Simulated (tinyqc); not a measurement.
Worked calculation: LCCD on RHF in the sto-6g basis, for HF, spin multiplicity 1. Computed by tinyqc, a small Python program that keeps every step (integrals from PySCF). Settings: charge = 0, multiplicity = 1, basis = sto-6g, method = RHF, energy threshold = 1e-10, iteration cap = 75, orthogonalisation = symmetric, start = atomic densities, DIIS depth = 6, amplitude equations = LCCD, DIIS depth for amplitudes = 6, cap on updates = 63. Command: `OMP_NUM_THREADS=1 python tinyqc.py 27927 27928 out.jsonl` (the two numbers bound the seeds that draw the settings). One thread of a shared host (Intel(R) Xeon(R) Processor @ 2.60GHz), about 0.1 s of CPU time with the checks. The early iterations of the SCF are left out here.

## One-electron integrals

Geometry (angstrom):
```
atom,x,y,z
F,0.00000,0.00000,0.00000
H,0.00000,0.00000,0.88100
```

Basis sto-6g: exponents (1/bohr^2) and contraction coefficients of normalised primitives:
```
element,l (shell),exponent,coefficient
F,s (1),1728.62657,0.00916
F,s (1),316.94179,0.04936
F,s (1),88.66889,0.16854
F,s (1),30.46016,0.37056
F,s (1),11.82857,0.41649
F,s (1),4.87166,0.13033
F,s (2),67.03228,-0.01325
F,s (2),13.26744,-0.04699
F,s (2),4.12351,-0.03379
F,s (2),1.58646,0.25024
F,s (2),0.68900,0.59512
F,s (2),0.31582,0.24071
F,p (3),67.03228,0.00376
F,p (3),13.26744,0.03768
F,p (3),4.12351,0.17390
F,p (3),1.58646,0.41804
F,p (3),0.68900,0.42586
F,p (3),0.31582,0.10171
H,s (1),35.52322,0.00916
H,s (1),6.51314,0.04936
H,s (1),1.82214,0.16854
H,s (1),0.62596,0.37056
H,s (1),0.24308,0.41649
H,s (1),0.10011,0.13033
```

Overlap, kinetic and nuclear-attraction integrals over the contracted functions; the nuclear repulsion is the sum of Za Zb / Rab.

nuclear repulsion = 5.4058966 hartree

overlap S:
```
,1F 1s,1F 2s,1F 2px,1F 2py,1F 2pz,2H 1s
1F 1s,1.00000,0.23248,0.00000,0.00000,0.00000,0.05500
1F 2s,0.23248,1.00000,0.00000,0.00000,0.00000,0.47611
1F 2px,0.00000,0.00000,1.00000,0.00000,0.00000,0.00000
1F 2py,0.00000,0.00000,0.00000,1.00000,0.00000,0.00000
1F 2pz,0.00000,0.00000,0.00000,0.00000,1.00000,0.36036
2H 1s,0.05500,0.47611,0.00000,0.00000,0.36036,1.00000
```

kinetic energy T (hartree):
```
,1F 1s,1F 2s,1F 2px,1F 2py,1F 2pz,2H 1s
1F 1s,37.39773,-1.14335,0.00000,0.00000,0.00000,0.00060
1F 2s,-1.14335,1.08230,0.00000,0.00000,0.00000,0.14789
1F 2px,0.00000,0.00000,3.25133,0.00000,0.00000,0.00000
1F 2py,0.00000,0.00000,0.00000,3.25133,0.00000,0.00000
1F 2pz,0.00000,0.00000,0.00000,0.00000,3.25133,0.30092
2H 1s,0.00060,0.14789,0.00000,0.00000,0.30092,0.76852
```

nuclear attraction V (hartree):
```
,1F 1s,1F 2s,1F 2px,1F 2py,1F 2pz,2H 1s
1F 1s,-78.42311,-8.00535,0.00000,0.00000,-0.01725,-2.17943
1F 2s,-8.00535,-12.06981,0.00000,0.00000,-0.19300,-4.50364
1F 2px,0.00000,0.00000,-12.02620,0.00000,0.00000,0.00000
1F 2py,0.00000,0.00000,0.00000,-12.02620,0.00000,0.00000
1F 2pz,-0.01725,-0.19300,0.00000,0.00000,-12.15550,-3.06479
2H 1s,-2.17943,-4.50364,0.00000,0.00000,-3.06479,-6.37874
```

core Hamiltonian H = T + V (hartree):
```
,1F 1s,1F 2s,1F 2px,1F 2py,1F 2pz,2H 1s
1F 1s,-41.02538,-9.14870,0.00000,0.00000,-0.01725,-2.17883
1F 2s,-9.14870,-10.98752,0.00000,0.00000,-0.19300,-4.35575
1F 2px,0.00000,0.00000,-8.77487,0.00000,0.00000,0.00000
1F 2py,0.00000,0.00000,0.00000,-8.77487,0.00000,0.00000
1F 2pz,-0.01725,-0.19300,0.00000,0.00000,-8.90418,-2.76387
2H 1s,-2.17883,-4.35575,0.00000,0.00000,-2.76387,-5.61021
```

## Two-electron integrals

Functions are numbered as in S; the eight-fold symmetry (ij|kl) = (ji|kl) = (kl|ij) leaves the list below.

Two-electron integrals (ij|kl) in chemists' order, unique and non-zero (hartree):
```
i,j,k,l,(ij|kl)
1,1,1,1,5.40624
2,1,1,1,0.76813
2,1,2,1,0.13891
2,2,1,1,1.26627
2,2,2,1,0.28399
2,2,2,2,0.92637
3,1,3,1,0.02945
3,2,3,1,0.04468
3,2,3,2,0.20475
3,3,1,1,1.26627
3,3,2,1,0.28399
3,3,2,2,0.92637
3,3,3,3,0.99808
4,1,4,1,0.02945
4,2,4,1,0.04468
4,2,4,2,0.20475
4,3,4,3,0.05379
4,4,1,1,1.26627
4,4,2,1,0.28399
4,4,2,2,0.92637
4,4,3,3,0.89051
4,4,4,4,0.99808
5,1,5,1,0.02945
5,2,5,1,0.04468
5,2,5,2,0.20475
5,3,5,3,0.05379
5,4,5,4,0.05379
5,5,1,1,1.26627
5,5,2,1,0.28399
5,5,2,2,0.92637
5,5,3,3,0.89051
5,5,4,4,0.89051
5,5,5,5,0.99808
6,1,1,1,0.19419
6,1,2,1,0.03364
6,1,2,2,0.06719
6,1,3,3,0.06707
6,1,4,4,0.06707
6,1,5,1,0.00145
6,1,5,2,0.00283
6,1,5,5,0.06743
6,1,6,1,0.00828
6,2,1,1,0.45184
6,2,2,1,0.10267
6,2,2,2,0.36885
6,2,3,3,0.36385
6,2,4,4,0.36385
6,2,5,1,0.00735
6,2,5,2,0.05331
6,2,5,5,0.37885
6,2,6,1,0.02482
6,2,6,2,0.17510
6,3,3,1,0.01190
6,3,3,2,0.06638
6,3,5,3,0.01134
6,3,6,3,0.02693
6,4,4,1,0.01190
6,4,4,2,0.06638
6,4,5,4,0.01134
6,4,6,4,0.02693
6,5,1,1,0.28842
6,5,2,1,0.06651
6,5,2,2,0.25546
6,5,3,3,0.24425
6,5,4,4,0.24425
6,5,5,1,0.01622
6,5,5,2,0.10242
6,5,5,5,0.27788
6,5,6,1,0.01686
6,5,6,2,0.14882
6,5,6,5,0.15300
6,6,1,1,0.57019
6,6,2,1,0.13196
6,6,2,2,0.54097
6,6,3,3,0.52202
6,6,4,4,0.52202
6,6,5,1,0.01311
6,6,5,2,0.12858
6,6,5,5,0.57887
6,6,6,1,0.03221
6,6,6,2,0.31605
6,6,6,5,0.31204
6,6,6,6,0.77500
```

## Orthogonalisation

S = U s U^T; symmetric (Loewdin) form X = U s^(-1/2) U^T, so that X^T S X = 1.

eigenvalues of S: 0.38761  0.84955  1.00000  1.00000  1.11816  1.64468

X:
```
,1F 1s,1F 2s,1F 2px,1F 2py,1F 2pz,2H 1s
1F 1s,1.02220,-0.13078,0.00000,0.00000,-0.00772,0.02197
1F 2s,-0.13078,1.14251,0.00000,0.00000,0.09016,-0.31831
1F 2px,0.00000,0.00000,1.00000,0.00000,0.00000,0.00000
1F 2py,0.00000,0.00000,0.00000,1.00000,0.00000,0.00000
1F 2pz,-0.00772,0.09016,0.00000,0.00000,1.06697,-0.23715
2H 1s,0.02197,-0.31831,0.00000,0.00000,-0.23715,1.18491
```

## Iteration 7 (converged): orbitals

converged F (hartree):
```
,1F 1s,1F 2s,1F 2px,1F 2py,1F 2pz,2H 1s
1F 1s,-26.23065,-6.36966,0.00000,0.00000,-0.02539,-1.51727
1F 2s,-6.36966,-2.92583,0.00000,0.00000,-0.11644,-1.21179
1F 2px,0.00000,0.00000,-0.47505,0.00000,0.00000,0.00000
1F 2py,0.00000,0.00000,0.00000,-0.47505,0.00000,0.00000
1F 2pz,-0.02539,-0.11644,0.00000,0.00000,-0.40248,-0.60014
2H 1s,-1.51727,-1.21179,0.00000,0.00000,-0.60014,-0.65824
```

Diagonalise F' = X^T F X, C = X C', fill 5 alpha and 5 beta electrons from the bottom; D = 2 C_occ C_occ^T. Each column has its largest component positive (the first on a tie).

F' = X^T F X (hartree):
```
,1,2,3,4,5,6
1,-25.81653,-3.18457,0.00000,0.00000,-0.04363,-0.26926
2,-3.18457,-1.66813,0.00000,0.00000,0.10466,-0.62167
3,0.00000,0.00000,-0.47505,0.00000,0.00000,0.00000
4,0.00000,0.00000,0.00000,-0.47505,0.00000,0.00000
5,-0.04363,0.10466,0.00000,0.00000,-0.18370,-0.60329
6,-0.26926,-0.62167,0.00000,0.00000,-0.60329,-0.01176
```

orbital energies (hartree): MO1 -26.23408, MO2 -1.49725, MO3 -0.60452, MO4 -0.47505, MO5 -0.47505, MO6 0.65574

coefficients C:
```
,MO1,MO2,MO3,MO4,MO5,MO6
1F 1s,0.99701,-0.23558,0.07952,0.00000,0.00000,0.08179
1F 2s,0.01346,0.92970,-0.45086,0.00000,0.00000,-0.60338
1F 2px,0.00000,0.00000,0.00000,-0.01446,0.99990,0.00000
1F 2py,0.00000,0.00000,0.00000,0.99990,0.01446,0.00000
1F 2pz,0.00236,0.10213,0.70975,0.00000,0.00000,-0.82986
2H 1s,-0.00386,0.15734,0.50715,0.00000,0.00000,1.13141
```

D after iteration 7:
```
,1F 1s,1F 2s,1F 2px,1F 2py,1F 2pz,2H 1s
1F 1s,2.11172,-0.48290,0.00000,0.00000,0.06947,-0.00116
1F 2s,-0.48290,2.13561,0.00000,0.00000,-0.45003,-0.16485
1F 2px,0.00000,0.00000,2.00000,0.00000,0.00000,0.00000
1F 2py,0.00000,0.00000,0.00000,2.00000,0.00000,0.00000
1F 2pz,0.06947,-0.45003,0.00000,0.00000,1.02835,0.75202
2H 1s,-0.00116,-0.16485,0.00000,0.00000,0.75202,0.56395
```

Within a degenerate level the vectors are fixed only up to a rotation; this is one choice.

## Convergence

Stop when the energy changes by less than 1e-10 hartree and every element of the error matrix X^T (F D S - S D F) X is below 3e-06.

Course of the cycle:
```
iteration,E (hartree),change,largest element of the error matrix
1,-100.4442717,-,1.44e+00
2,-99.4669155,9.77e-01,2.22e-01
3,-99.4931436,-2.62e-02,3.14e-02
4,-99.4939162,-7.73e-04,3.63e-03
5,-99.4939238,-7.56e-06,9.15e-05
6,-99.4939238,-3.72e-09,2.17e-06
7,-99.4939238,-2.16e-12,1.49e-08
```

PySCF RHF in the same basis = -99.4939238 hartree

Converged in 7 iterations.

## Integrals over molecular orbitals

(pq|rs) = sum C_ip C_jq C_kr C_ls (ij|kl), one index at a time.

one-electron integrals over orbitals h = C^T H C (hartree):
```
,1,2,3,4,5,6
1,-41.01128,0.70865,-0.23518,0.00000,0.00000,-0.25361
2,0.70865,-9.23563,0.55373,0.00000,0.00000,1.29725
3,-0.23518,0.55373,-7.81721,0.00000,0.00000,1.76857
4,0.00000,0.00000,0.00000,-8.77487,0.00000,0.00000
5,0.00000,0.00000,0.00000,0.00000,-8.77487,0.00000
6,-0.25361,1.29725,1.76857,0.00000,0.00000,-6.14232
```

Two-electron integrals over orbitals (pq|rs), unique and non-zero (hartree):
```
p,q,r,s,(pq|rs)
1,1,1,1,5.38045
2,1,1,1,-0.51244
2,1,2,1,0.07899
2,2,1,1,1.21198
2,2,2,1,-0.02016
2,2,2,2,0.86188
3,1,1,1,0.17844
3,1,2,1,-0.02507
3,1,2,2,0.01539
3,1,3,1,0.02609
3,2,1,1,-0.14875
3,2,2,1,0.01009
3,2,2,2,-0.00901
3,2,3,1,0.02091
3,2,3,2,0.15875
3,3,1,1,1.03741
3,3,2,1,-0.01178
3,3,2,2,0.76807
3,3,3,1,-0.00675
3,3,3,2,-0.05785
3,3,3,3,0.79471
4,1,4,1,0.03042
4,2,4,1,0.03870
4,2,4,2,0.17917
4,3,4,1,-0.01234
4,3,4,2,-0.04511
4,3,4,3,0.05139
4,4,1,1,1.26597
4,4,2,1,-0.01355
4,4,2,2,0.87812
4,4,3,1,0.00453
4,4,3,2,-0.07616
4,4,3,3,0.77366
4,4,4,4,0.99808
5,1,5,1,0.03042
5,2,5,1,0.03870
5,2,5,2,0.17917
5,3,5,1,-0.01234
5,3,5,2,-0.04511
5,3,5,3,0.05139
5,4,5,4,0.05379
5,5,1,1,1.26597
5,5,2,1,-0.01355
5,5,2,2,0.87812
5,5,3,1,0.00453
5,5,3,2,-0.07616
5,5,3,3,0.77366
5,5,4,4,0.89051
5,5,5,5,0.99808
6,1,1,1,0.19210
6,1,2,1,-0.03247
6,1,2,2,6.58e-06
6,1,3,1,-0.00678
6,1,3,2,-0.02558
6,1,3,3,0.01433
6,1,4,4,0.00464
6,1,5,5,0.00464
6,1,6,1,0.02949
6,2,1,1,-0.27382
6,2,2,1,0.00640
6,2,2,2,-0.13861
6,2,3,1,-0.02063
6,2,3,2,-0.03840
6,2,3,3,-0.04622
6,2,4,4,-0.13715
6,2,5,5,-0.13715
6,2,6,1,0.01433
6,2,6,2,0.09967
6,3,1,1,-0.33707
6,3,2,1,0.00539
6,3,2,2,-0.14996
6,3,3,1,0.00264
6,3,3,2,0.09265
6,3,3,3,-0.13008
6,3,4,4,-0.18360
6,3,5,5,-0.18360
6,3,6,1,-0.00613
6,3,6,2,0.06014
6,3,6,3,0.16283
6,4,4,1,-0.01166
6,4,4,2,-0.04511
6,4,4,3,-0.01241
6,4,6,4,0.03211
6,5,5,1,-0.01166
6,5,5,2,-0.04511
6,5,5,3,-0.01241
6,5,6,5,0.03211
6,6,1,1,0.90054
6,6,2,1,-0.00885
6,6,2,2,0.69287
6,6,3,1,0.01735
6,6,3,2,0.07604
6,6,3,3,0.67137
6,6,4,4,0.65618
6,6,5,5,0.65618
6,6,6,1,-0.00993
6,6,6,2,-0.06986
6,6,6,3,-0.01013
6,6,6,6,0.72170
```

## LCCD: starting amplitudes

t_ij^ab = <ij||ab> / (e_i + e_j - e_a - e_b), whose energy is MP2.

Starting amplitudes (spin orbitals 1a, 1b, ...; amplitudes related by a flip of all spins are not repeated):
```
from,to,t
3a 3b,6a 6b,-0.06460
2a 2b,6a 6b,-0.02315
2a 3b,6a 6b,-0.01762
5a 5b,6a 6b,-0.01420
4a 4b,6a 6b,-0.01420
1a 1b,6a 6b,-0.00055
1a 2b,6a 6b,-0.00049
1a 3b,6a 6b,0.00022
```

correlation energy = -0.0158904 hartree

## LCCD: amplitude update 1

t_ij^ab D_ij^ab are set to the remaining terms of the spin-orbital equations, evaluated with the old amplitudes; for the doubles these are <ij||ab> + 1/2 <ab||ef> t_ij^ef + 1/2 <mn||ij> t_mn^ab + P(ij)P(ab) <mb||ej> t_im^ae, D the orbital-energy denominators (linear CCD).

Amplitudes after update 1 (spin orbitals 1a, 1b, ...; amplitudes related by a flip of all spins are not repeated):
```
from,to,t
3a 3b,6a 6b,-0.08625
2a 3b,6a 6b,-0.02574
2a 2b,6a 6b,-0.02571
5a 5b,6a 6b,-0.01651
4a 4b,6a 6b,-0.01651
1a 1b,6a 6b,-0.00047
1a 2b,6a 6b,-0.00043
1a 3b,6a 6b,0.00014
```

correlation energy = -0.0207924 hartree

## LCCD: amplitude update 2

As before.

Amplitudes after update 2 (spin orbitals 1a, 1b, ...; amplitudes related by a flip of all spins are not repeated):
```
from,to,t
3a 3b,6a 6b,-0.09421
2a 3b,6a 6b,-0.02878
2a 2b,6a 6b,-0.02569
5a 5b,6a 6b,-0.01695
4a 4b,6a 6b,-0.01695
1a 1b,6a 6b,-0.00046
1a 2b,6a 6b,-0.00041
1a 3b,6a 6b,0.00011
```

correlation energy = -0.0224781 hartree

## LCCD: amplitude update 3

t_ij^ab D_ij^ab are set to the remaining terms of the spin-orbital equations, evaluated with the old amplitudes; for the doubles these are <ij||ab> + 1/2 <ab||ef> t_ij^ef + 1/2 <mn||ij> t_mn^ab + P(ij)P(ab) <mb||ej> t_im^ae, D the orbital-energy denominators (linear CCD). DIIS then mixes the stored amplitudes.

DIIS coefficients: -0.59207  1.59207

Amplitudes after update 3 (spin orbitals 1a, 1b, ...; amplitudes related by a flip of all spins are not repeated):
```
from,to,t
3a 3b,6a 6b,-0.09900
2a 3b,6a 6b,-0.03050
2a 2b,6a 6b,-0.02539
5a 5b,6a 6b,-0.01710
4a 4b,6a 6b,-0.01710
1a 1b,6a 6b,-0.00046
1a 2b,6a 6b,-0.00040
1a 3b,6a 6b,0.00009
```

correlation energy = -0.0234446 hartree

## LCCD: convergence

E_corr = 1/4 sum <ij||ab> t_ij^ab; stop when the norm of the change is below 1e-8.

Course of the amplitude iterations:
```
update,correlation energy (hartree),norm of the change
0,-0.0158904,-
1,-0.0207924,4.97e-02
2,-0.0224781,1.81e-02
3,-0.0234446,6.77e-03
4,-0.0234417,1.75e-04
5,-0.0234414,1.11e-05
6,-0.0234414,7.20e-07
7,-0.0234414,1.37e-08
8,-0.0234414,1.83e-10
```

Converged amplitudes (spin orbitals 1a, 1b, ...; amplitudes related by a flip of all spins are not repeated):
```
from,to,t
3a 3b,6a 6b,-0.09907
2a 3b,6a 6b,-0.03047
2a 2b,6a 6b,-0.02530
5a 5b,6a 6b,-0.01708
4a 4b,6a 6b,-0.01708
1a 1b,6a 6b,-0.00046
1a 2b,6a 6b,-0.00040
1a 3b,6a 6b,0.00009
```

LCCD total energy = -99.5173651 hartree

Converged in 8 updates, with DIIS from the third.
